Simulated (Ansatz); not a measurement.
C₂H₃NO, SMILES OC1=NC1: a rigid torsion scan, run with Ansatz 0.2.0, Python API.

`c2h3no.py`:
```python
# -*- coding: utf-8 -*-
"""Energy of C2H3NO as one group turns about a bond."""

from dataclasses import dataclass
import warnings

import ansatz as az
from ase import Atoms


@dataclass(frozen=True)
class RunConfig:
    basis_set: str = "6-31G*"
    xc: str = "r2scan0"
    fmax: float = 0.02


cfg = RunConfig()


def main():
    warnings.simplefilter("ignore", az.DeckWarning)

    atoms = Atoms(["O", "C", "N", "C", "H", "H", "H"], positions=[
        (-1.1997, -0.3367, -0.9744),
        (-0.1331, -0.1657, -0.3217),
        (1.0417, -0.4843, -0.4115),
        (0.3713, 0.4315, 0.8471),
        (-1.0685, -0.81, -1.8109),
        (0.6929, 1.441, 0.8527),
        (0.3567, -0.1438, 1.7729),
    ])

    # start the scan from a relaxed geometry
    first = (
        az.Crystal.molecule_from_ase(atoms).calculation()
        .basis(gaussian=cfg.basis_set)
        .functional(cfg.xc)
        .relax(force_tolerance=cfg.fmax, max_steps=80)
    )
    atoms.positions = first.run(threads=1, backend="cpu").report["positions_ang"]

    start = atoms.get_dihedral(2, 1, 0, 4)
    energies = {}
    for turn in range(0, 360, 30):
        turned = atoms.copy()
        turned.set_dihedral(2, 1, 0, 4, start + turn, indices=[0, 4])
        calc = (
            az.Crystal.molecule_from_ase(turned).calculation()
            .basis(gaussian=cfg.basis_set)
            .functional(cfg.xc)
        )
        energies[round((start + turn) % 360)] = calc.run(threads=1, backend="cpu").report["free_energy_ev"]
    floor = min(energies.values())
    print("dihedral N2-C1-O0-H4 (deg)   E - E(min) (eV)")
    for angle, e in sorted(energies.items()):
        print(f"{angle:8d} {(e - floor):14.3f}  " + "#" * int(30 * (e - floor) / max(max(energies.values()) - floor, 1e-9)))


if __name__ == "__main__":
    main()
```

Where along the turn do the lowest and the highest point lie, and how far apart are they?

The lowest point is at 360° and the highest at 90°, 0.401 eV (38.7 kJ/mol) above it, with the rest of the molecule held.

The run itself:

Running `python c2h3no.py` prints:
```text
dihedral N2-C1-O0-H4 (deg)   E - E(min) (eV)
      30          0.098  #######
      60          0.298  ######################
      90          0.401  #############################
     120          0.313  #######################
     150          0.156  ###########
     180          0.085  ######
     210          0.156  ###########
     240          0.313  #######################
     270          0.401  ##############################
     300          0.299  ######################
     330          0.098  #######
     360          0.000
```

The scan is rigid and the energies are electronic, in a modest basis. With rigid groups the curve can differ much from the relaxed path, the start wasn't checked as a minimum of this torsion, and equivalent turns needn't return to the same energy. Run time: 51 s on 1 thread of Arm Neoverse V2, with other jobs on the host, peak memory 0.22 GiB.

(A comment or docstring line of the script was reworded after the run, the code is as it ran; lines on the test bed's own set-up are left out of the output.)
